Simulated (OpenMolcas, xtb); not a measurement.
HOF (hypofluorous acid): the dipole moment, rung by rung

The species is HOF (3 atoms), meant as a singlet with charge 0. As SMILES, `OF`. The shape is that of a PBE0-D4/def2-TZVP optimisation.

| atom | x (Å) | y (Å) | z (Å) |
| --- | --- | --- | --- |
| O | 0.4306 | -0.2103 | 0.2163 |
| F | -0.2219 | 1.0146 | -0.0110 |
| H | -0.2087 | -0.8043 | -0.2054 |

Quantity: the dipole moment, in D. The values are calculated.

**What was measured.** NIST CCCBDB; in doubt: newer work gives another value gives the dipole moment of the gas as 2.23 D.

```csv
level,kind,program,value (D),computed − measured,CPU time
GFN0-xTB,semi-empirical,xtb,2.05,-0.18,under 2 s
HF/aug-cc-pVTZ,Hartree–Fock,OpenMolcas,2.12,-0.11,18 s
SVWN5/aug-cc-pVTZ,LDA,OpenMolcas,1.87,-0.36,24 s
BLYP/aug-cc-pVTZ,GGA,OpenMolcas,1.83,-0.40,33 s
r2SCAN/aug-cc-pVTZ,meta-GGA,OpenMolcas,1.87,-0.36,40 s
M06-2X/aug-cc-pVTZ,hybrid meta-GGA,OpenMolcas,1.95,-0.28,40 s
```

Nearest: HF/aug-cc-pVTZ (-0.11 D); farthest: BLYP/aug-cc-pVTZ (-0.40 D). The measured dipole is a vibrational average, so differences of a few hundredths of a debye mean little. Computed less measured by kind, in D (aug-cc-pVTZ rows): semi-empirical -0.18; Hartree–Fock -0.11; LDA -0.36; GGA -0.40; meta-GGA -0.36; global hybrid -0.28. Magnitudes only. CPU times are rough (shared hosts, several kinds of processor): they show what a rung costs within a factor of a few.
